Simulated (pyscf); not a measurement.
O=GeH–F + H₂ → F–GeH: [singlet] + H₂O (concerted two-bond exchange; singlet surface; Ge–O, H–H broken, H–O, H–O formed). Structures and frequencies: ωB97X-D3(BJ)/def2-SVP in PySCF. Energies in kJ/mol from the separated reactants.

| level | barrier | reaction energy |
|---|---|---|
| ωB97X-D3(BJ)/def2-TZVP | ? | -77.0 |
| PBE/def2-TZVP | 167.9 | -65.0 |
| r²SCAN/def2-TZVP | 188.8 | -57.2 |
| B3LYP-D3(BJ)/def2-TZVP | ? | ? |
| ωB97M-D3(BJ)/def2-TZVP | 237.6 | -95.3 |
| HF/def2-TZVP | 331.3 | -124.8 |

Problem. Fill in the missing entries.

Solution. 
- ωB97X-D3(BJ)/def2-TZVP, barrier: 256.1
- B3LYP-D3(BJ)/def2-TZVP, barrier: 197.2
- B3LYP-D3(BJ)/def2-TZVP, reaction energy: -83.7

The functionals in the table span 88.2 kJ/mol in this barrier, from PBE to ωB97X-D3(BJ)/def2-TZVP. On the product side the descent ends in an adduct with a Ge–O contact, 68.5 kJ/mol under the separated species and 401.5 kJ/mol under the saddle at ωB97X-D3(BJ)/def2-TZVP. What is counted as broken (Ge–O) persists as a longer contact in the product adduct; parting that adduct is a step of its own. O=GeH–F lies 206.7 kJ/mol over its isomer HO–Ge:–F [singlet] (electronic energy, ωB97M-D3(BJ)/def2-TZVP). This is the saddle that the search found; another between the same sides may lie lower. One closed-shell reference is unstable to symmetry breaking; treat the single-reference values with care. Elements up to Kr have no core potential and no relativistic terms here.
